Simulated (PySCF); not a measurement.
CH₃S, SMILES [S]C (connectivity only; charge and spin as stated), charge -1, multiplicity 1.

Geometry optimised at PBE0-D3(BJ)/def2-TZVPD. The spin state was assumed, not searched. The isomer is the one that the SMILES or the coordinates give; other isomers of the formula were not compared.

The numbers are results of PySCF with CAM-B3LYP/def2-TZVPD, not measurements.

Symmetry labels are those of the subgroup Cs that the program uses (full group C3v).

Computed valence orbital energies around the gap with their symmetry:
```tsv
orbital	symmetry	energy (eV)
HOMO−7	A'	-154.33
HOMO−6	A'	-16.64
HOMO−5	A'	-12.16
HOMO−4	A"	-7.72
HOMO−3	A'	-7.72
HOMO−2	A'	-4.80
HOMO−1	A"	-1.00
HOMO	A'	-1.00
LUMO	A'	4.76
LUMO+1	A'	5.07
LUMO+2	A"	5.37
LUMO+3	A'	5.37
```
